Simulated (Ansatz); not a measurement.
## CH4OSi: where a starting geometry ends

The starting geometry of this gas-phase singlet is a saddle point at PBE0-D3(BJ)/pcseg-1, pushed by 0.25 Å along its imaginary mode; its bonds are those of `C[SiH]=O`.

```yaml
atoms:
  - { symbol: C, position_ang: [-0.9014, -0.3567, -1.5344] }
  - { symbol: O, position_ang: [2.1009, -0.5231, -1.8378] }
  - { symbol: Si, position_ang: [0.8155, -0.8720, -1.0676] }
  - { symbol: H, position_ang: [-1.6767, -0.9365, -0.9821] }
  - { symbol: H, position_ang: [-1.0255, -0.4809, -2.6545] }
  - { symbol: H, position_ang: [-1.0169, 0.7412, -1.3052] }
  - { symbol: H, position_ang: [0.8511, -1.6603, 0.2179] }
```

Q: Where would you expect an optimisation with PBE0-D3(BJ)/pcseg-1 to take it?

A: It keeps its bonds, and is `C[SiH]=O`.

The energy falls by 0.05 eV over 18 steps:

```json
{"step": "1", "E − E(last) (eV)": "0.055"}
{"step": "3", "E − E(last) (eV)": "0.008"}
{"step": "5", "E − E(last) (eV)": "0.006"}
{"step": "7", "E − E(last) (eV)": "0.005"}
{"step": "9", "E − E(last) (eV)": "0.004"}
{"step": "10", "E − E(last) (eV)": "0.003"}
{"step": "12", "E − E(last) (eV)": "0.001"}
{"step": "14", "E − E(last) (eV)": "0.000"}
{"step": "16", "E − E(last) (eV)": "0.000"}
{"step": "18", "E − E(last) (eV)": "0.000"}
```

Final geometry (Å):

```xyz
7

C    -0.8886   -0.3482   -1.5560
O     2.0452   -0.9504   -1.9971
Si    0.8271   -0.8612   -1.0724
H    -1.5978   -1.1565   -1.3315
H    -0.9438   -0.1044   -2.6218
H    -1.1968    0.5268   -0.9675
H     0.9017   -1.1945    0.3827
```

Frequencies at the end are all real (lowest 63 cm⁻¹). Run with Ansatz 0.2.0, 15 s on 1 thread of Intel(R) Xeon(R) 6975P-C (Granite Rapids), with other jobs on the host.
